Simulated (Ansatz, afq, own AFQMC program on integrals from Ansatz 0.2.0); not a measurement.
## Where AFQMC and coupled cluster stand for SiGeS, triplet

```yaml
atoms:
  - { symbol: Ge, position_ang: [0.3676, 0.0000, 1.1723] }
  - { symbol: Si, position_ang: [-1.0973, 0.0000, -0.6175] }
  - { symbol: S, position_ang: [0.1283, 0.0000, -2.1149] }
```

Connectivity, by distances: Ge–Si–S.

Basis cc-pVDZ. Noble-gas cores (and the filled d shells of Ga–Kr and In–Xe) are frozen. AFQMC by an in-house program on the Cholesky factors that Ansatz 0.2.0 writes for its CCSD(T) run. ph-AFQMC/CISD is guided by a CISD state made of CCSD amplitudes; releasing the constraint for a short imaginary time cuts its bias at the price of noise, slowly where states lie close. Uncertainties: one standard error, sampling alone. No spin–orbit coupling.

Determinant: UHF, the one that the program's search chose, which needn't be the lowest solution. The geometry is a point of a scan.

No full CI on the walks' own integrals is used here; CCSDT(Q) serves as the reference and is uncertain by about the last step of the cluster series.

Cautions: no relativity below Rb; no spin-orbit coupling; inner d shell frozen; lower spins were not checked; unrestricted determinant slightly spin contaminated (⟨S²⟩ 2.06 against 2.00).

- T1 diagnostic: 0.0313
- weight of the determinant in the CISD state: 0.806
- ⟨S²⟩ of the determinant: 2.057
- size of the correlated space: 14 electrons in 39 orbitals

```json
{"level": "MP2", "correlation energy (eV)": "-6.9303"}
{"level": "CCSD", "correlation energy (eV)": "-7.8981"}
{"level": "CCSD(T)", "correlation energy (eV)": "-8.2876"}
```

**Question.** Estimate where AFQMC with the constraint released lies against CCSD(T) on the same integrals.

**Answer.** 6.1 ± 3.2 kJ/mol below CCSD(T). The gap is under twice the noise, so this walk alone can't tell the two apart.

Reference: CCSDT(Q), correlation energy -8.386 eV. The released energy is read at 2.40 1/Eh (meV from the phaseless value at times in 1/Eh: -20 ± 37 at 0.24, -15 ± 28 at 0.51, 15 ± 28 at 0.99, -9 ± 29 at 1.62, -25 ± 34 at 2.40).

```json
{"level": "CCSD(T)", "E − E(reference) (kJ/mol)": "9.5", "share of correlation (%)": "98.83"}
{"level": "CCSDT", "E − E(reference) (kJ/mol)": "4.2", "share of correlation (%)": "99.48"}
{"level": "ph-AFQMC/CISD", "E − E(reference) (kJ/mol)": "5.8 ± 3.2", "share of correlation (%)": "99.28"}
{"level": "released AFQMC", "E − E(reference) (kJ/mol)": "3.4 ± 3.2", "share of correlation (%)": "99.58"}
```

A walk keeps the symmetry of its determinant, which the program's search chose and which needn't be the lowest solution, so a lower state of the same spin and another symmetry isn't excluded. Released energies are given only where the last usable release times agree within the noise; a slower fall can still hide under it.
